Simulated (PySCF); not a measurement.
Molecule: SMILES CC, C2H6.

Numbering as in the mapped SMILES `[CH3:1][CH3:2]`. Each H is labelled by its parent atom.

Spin–spin couplings on one PBE0-D3(BJ)/def2-SVP geometry, PySCF 2.14.0 with density-fitted response routines, gas phase, non-relativistic, equivalent pairs averaged; isotopes $^{13}$C, $^{1}$H; basis pcJ-1.

Reference values (Hz): $^{1}J$(C1,H(C1)) = 125.0 (measured; gas, zero-density limit, 300 K; Wilczek, Jackowski, Molecules 2024, 29, 4460); $^{1}J$(C1,C2) = 35.0 (measured; gas, zero-density limit, 300 K; Wilczek, Jackowski, Molecules 2024, 29, 4460); $^{2}J$(C1,H(C2)) = -4.8 (measured; gas, zero-density limit, 300 K; Wilczek, Jackowski, Molecules 2024, 29, 4460); $^{3}J$(H(C1),H(C2)) = 8.1 (measured; gas, zero-density limit, 300 K; Wilczek, Jackowski, Molecules 2024, 29, 4460).

**Question.** How do the couplings (Hz) change with the functional? Times are CPU seconds on shared hosts with different chips, so compare them loosely.

**Answer.** 
```tsv
functional	functions	$^{1}J$(C1,H(C1))	$^{1}J$(C1,C2)	$^{2}J$(C1,H(C2))	$^{3}J$(H(C1),H(C2))	mean abs. error	core-s
HF	114	158.7	65.9	-12.6	11.3	18.9	1.9
LDA	114	100.1	22.3	-1.8	7.0	10.4	3.2
PBE	114	120.4	32.0	-3.2	8.4	2.4	5.1
KT2	114	125.9	23.2	-3.9	10.6	4.0	5
B3LYP	114	131.9	38.5	-3.6	9.1	3.2	4
PBE0	114	124.2	36.6	-4.4	8.5	0.8	4.5
B97-2	114	119.0	36.6	-3.3	8.0	2.3	4.3
BHandHLYP	114	141.7	46.9	-5.4	9.7	7.7	8
CAM-B3LYP	114	129.3	38.4	-3.8	9.1	2.4	5.4
```

Errors compare magnitudes, without vibrational corrections, and the largest couplings weigh most in the mean. Closest: PBE0; furthest: HF.
